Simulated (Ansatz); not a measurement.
## AsH⁻, doublet: vertical spin and charge gaps

Geometry (PBE0/def2-TZVPD stationary point for this spin):

```tsv
atom	x (Å)	y (Å)	z (Å)
As	0.0000	0.0000	0.0000
H	0.0000	0.0000	1.5478
```

Basis aug-cc-pVTZ; Ansatz 0.2.0. Correlated methods freeze the noble-gas cores and the filled d shells of p-block atoms. Prefix R: restricted or restricted open-shell reference; prefix U: unrestricted. Active spaces: valence = (7e, 5o) chosen from the atoms' valence shells. No spin–orbit coupling is included, and no scalar relativity.

Gaps are energies of the second state less the first, at fixed atoms, for a selection of the levels run; each method lands on the state that its own search finds for that charge and spin.

Problem. PBE gives 1.083 eV for removing an electron, to the triplet. Estimate what UCCSDT(Q) gives in aug-cc-pVTZ.

Solution. UCCSDT(Q) in aug-cc-pVTZ gives 0.956 eV, so against it PBE is off by 0.127 eV, of which a good part can be the reference's own basis and frozen-core error.

```csv
level,gap (eV),error (meV)
UCCSD,0.873,-83
UCCSDT,0.950,-6
CASSCF (valence space),-0.073,-1029
NEVPT2 (valence space),0.600,-356
MRCISD (valence space),0.780,-176
MRCISD+Q (valence space),0.923,-33
r2SCAN,1.022,66
B3LYP,1.158,202
B2PLYP,1.007,51
RPA-PBE,1.266,310
```

Wrong sign: CASSCF (valence space).

Functionals correlate the shells that the reference freezes, so part of their error here is the reference's.

Full CI isn't at hand for all of this; UCCSDT(Q) serves as the reference, and is uncertain by the last step of the cluster series or more. The frozen core follows each run's orbitals, which can shift R against U totals by a few meV for light atoms and by up to 0.1 eV past Ca.
